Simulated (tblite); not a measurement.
Compound: C4H12NP.
Numbering: `[CH3:1][N:2]([CH3:3])[P:4]([CH3:5])[CH3:6]` (hydrogens: H7, H8, H9 on C1; H10, H11, H12 on C3; H13, H14, H15 on C5; H16, H17, H18 on C6)

Computed with GFN2-xTB (tblite), gas phase: L-BFGS steps from a force-field or distance-geometry start until the largest atomic force falls under 0.01 eV/Å.

Step 3: E = -547.5962 eV
```
atom  x, y, z in Å  |  force x, y, z in eV/Å
C1     -1.8646    0.6359    0.1931    0.076  -0.073  -0.020
N2     -0.7164   -0.1505   -0.2577    0.105   0.024   0.083
C3     -1.1581   -1.5152   -0.5425    0.050   0.055   0.022
P4      0.6573   -0.0761    0.8614   -0.072   0.026  -0.139
C5      1.1247    1.7126    0.6168   -0.045  -0.145   0.011
C6      1.9582   -0.8151   -0.2488   -0.088   0.033   0.004
H7     -2.6419    0.5877   -0.5701   -0.008  -0.073  -0.055
H8     -1.6060    1.6857    0.3159    0.194  -0.063   0.023
H9     -2.2886    0.2692    1.1355   -0.020  -0.016   0.001
H10    -0.3595   -2.1086   -0.9855    0.118   0.144   0.102
H11    -1.9647   -1.4762   -1.2748   -0.063   0.086  -0.016
H12    -1.5315   -2.0433    0.3436   -0.008   0.031   0.013
H13     2.1150    1.8629    1.0454   -0.003  -0.071  -0.006
H14     1.1416    1.9855   -0.4348   -0.062  -0.046  -0.077
H15     0.4331    2.3566    1.1543   -0.023   0.012   0.007
H16     1.9211   -0.3928   -1.2511   -0.095   0.020  -0.006
H17     1.8354   -1.8951   -0.3002   -0.011   0.001  -0.003
H18     2.9361   -0.6169    0.1879   -0.046   0.053   0.054
```

Step 4: E = -547.6043 eV
```
atom  x, y, z in Å  |  force x, y, z in eV/Å
C1     -1.8629    0.6329    0.1921    0.087  -0.027  -0.015
N2     -0.7156   -0.1489   -0.2614    0.121  -0.024   0.190
C3     -1.1578   -1.5127   -0.5424    0.058   0.078   0.019
P4      0.6540   -0.0786    0.8652   -0.036   0.058  -0.276
C5      1.1229    1.7100    0.6148   -0.064  -0.136  -0.001
C6      1.9559   -0.8142   -0.2510   -0.100   0.036   0.049
H7     -2.6389    0.5810   -0.5716   -0.021  -0.013  -0.058
H8     -1.5914    1.6782    0.3177    0.115  -0.012   0.005
H9     -2.2896    0.2691    1.1339   -0.007  -0.040   0.015
H10    -0.3502   -2.0972   -0.9769    0.081   0.070   0.035
H11    -1.9667   -1.4684   -1.2726   -0.015   0.029  -0.033
H12    -1.5313   -2.0406    0.3434   -0.012   0.031   0.026
H13     2.1130    1.8566    1.0451   -0.001  -0.053  -0.029
H14     1.1371    1.9825   -0.4398   -0.052  -0.074   0.018
H15     0.4327    2.3553    1.1541   -0.008   0.008  -0.009
H16     1.9142   -0.3902   -1.2552   -0.072  -0.015   0.091
H17     1.8339   -1.8956   -0.2998    0.009   0.044  -0.016
H18     2.9320   -0.6129    0.1930   -0.084   0.038  -0.013
```

Step 5: E = -547.6096 eV
```
atom  x, y, z in Å  |  force x, y, z in eV/Å
C1     -1.8602    0.6304    0.1910    0.056   0.017   0.003
N2     -0.7134   -0.1481   -0.2613    0.066  -0.041   0.172
C3     -1.1567   -1.5095   -0.5421    0.049   0.051   0.016
P4      0.6509   -0.0797    0.8641    0.007   0.045  -0.220
C5      1.1204    1.7062    0.6130   -0.054  -0.075  -0.008
C6      1.9527   -0.8129   -0.2520   -0.083   0.024   0.053
H7     -2.6365    0.5757   -0.5737    0.008   0.034  -0.035
H8     -1.5782    1.6720    0.3192    0.044   0.023  -0.007
H9     -2.2904    0.2683    1.1328    0.012  -0.045   0.006
H10    -0.3416   -2.0872   -0.9697    0.040   0.014  -0.013
H11    -1.9681   -1.4618   -1.2713    0.048  -0.008  -0.029
H12    -1.5314   -2.0379    0.3435   -0.008   0.035   0.019
H13     2.1112    1.8506    1.0442   -0.016  -0.048  -0.052
H14     1.1328    1.9788   -0.4431   -0.042  -0.082   0.067
H15     0.4325    2.3542    1.1537    0.005  -0.008  -0.022
H16     1.9076   -0.3884   -1.2568   -0.050  -0.029   0.121
H17     1.8328   -1.8952   -0.2998    0.018   0.060  -0.020
H18     2.9271   -0.6091    0.1966   -0.101   0.032  -0.052
```

Problem. Estimate the geometry and energy of step 6. (The exact step hangs on the optimiser's Hessian estimate; all steps are aligned on step 5, rigid shifts and turns removed.)

Solution. E = -547.6129 eV, largest force 0.107 eV/Å
```
atom  x, y, z in Å  |  force x, y, z in eV/Å
C1     -1.8577    0.6290    0.1905    0.016   0.041   0.021
N2     -0.7112   -0.1482   -0.2587   -0.006  -0.028   0.078
C3     -1.1551   -1.5067   -0.5416    0.033   0.005   0.013
P4      0.6491   -0.0799    0.8602    0.029   0.008  -0.050
C5      1.1178    1.7025    0.6117   -0.031  -0.013  -0.009
C6      1.9490   -0.8117   -0.2519   -0.052   0.007   0.032
H7     -2.6345    0.5726   -0.5755    0.046   0.064  -0.007
H8     -1.5682    1.6682    0.3201   -0.006   0.042  -0.011
H9     -2.2907    0.2671    1.1320    0.024  -0.035  -0.007
H10    -0.3351   -2.0800   -0.9649    0.009  -0.023  -0.038
H11    -1.9680   -1.4573   -1.2708    0.096  -0.025  -0.019
H12    -1.5315   -2.0353    0.3439   -0.002   0.032   0.008
H13     2.1095    1.8455    1.0426   -0.024  -0.045  -0.061
H14     1.1290    1.9748   -0.4443   -0.033  -0.070   0.057
H15     0.4324    2.3532    1.1530    0.007  -0.018  -0.022
H16     1.9021   -0.3876   -1.2559   -0.036  -0.018   0.088
H17     1.8324   -1.8939   -0.3001    0.015   0.043  -0.017
H18     2.9219   -0.6058    0.1982   -0.084   0.035  -0.057
```

The energy changes by -0.0033 eV. The first-order estimate −F·Δx gives -0.0050 eV and the mean of the old and new forces, exact on a quadratic surface, -0.0033 eV. The step makes an angle of 58° with the force vector and moves no atom by more than 0.011 Å.

The cost below is that of the whole relaxation. Time: 0.24 s. Hardware: one thread, Arm Neoverse V1 (aarch64), shared host.
